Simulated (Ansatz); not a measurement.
Correlation energies of FHOSi, SMILES `O[Si]F` by basis set

```
atom   x (Å)   y (Å)   z (Å)
  O1   0.038   0.839   0.516
 Si2  -0.991  -0.113  -0.329
  F3  -0.012  -1.316  -0.796
  H4   0.964   0.590   0.609
```

Charge 0, multiplicity 1. The geometry is a stationary point of PBE0-D4/def2-TZVP. It is one conformer, not always the lowest. Frozen core, restricted reference, the Gaussian-basis code of Ansatz. CBS rows extrapolate triple and quadruple zeta.

```tsv
basis	HF (Eh)	MP2 corr.	CCSD corr.	(T)	CCSD(T) total
def2-SVP	-463.65458	-0.45187	?	?	?
def2-TZVPP	?	-0.59009	-0.60112	-0.02035	?
def2-QZVPP	-464.01225	-0.64271	?	-0.02398	?
CBS(def2)	-464.01471	-0.68169	-0.68232	-0.02667	-464.72370
cc-pV(D+d)Z	-463.90203	-0.45541	-0.47188	-0.01002	-464.38393
cc-pV(T+d)Z	-463.98871	-0.59308	-0.60324	-0.02064	-464.61259
cc-pV(Q+d)Z	-464.00875	-0.64440	-0.64951	-0.02396	-464.68222
CBS(cc)	-464.01479	-0.68093	-0.68245	-0.02632	-464.72356
```

(1) Fill in the withheld values. (Estimate.)

Answers

(1) Ansatz gave: def2-SVP CCSD corr.: -0.46843; def2-SVP (T): -0.00947; def2-SVP CCSD(T) total: -464.13248; def2-TZVPP HF (Eh): -463.99440; def2-TZVPP CCSD(T) total: -464.61587; def2-QZVPP CCSD corr.: -0.64777; def2-QZVPP CCSD(T) total: -464.68400.
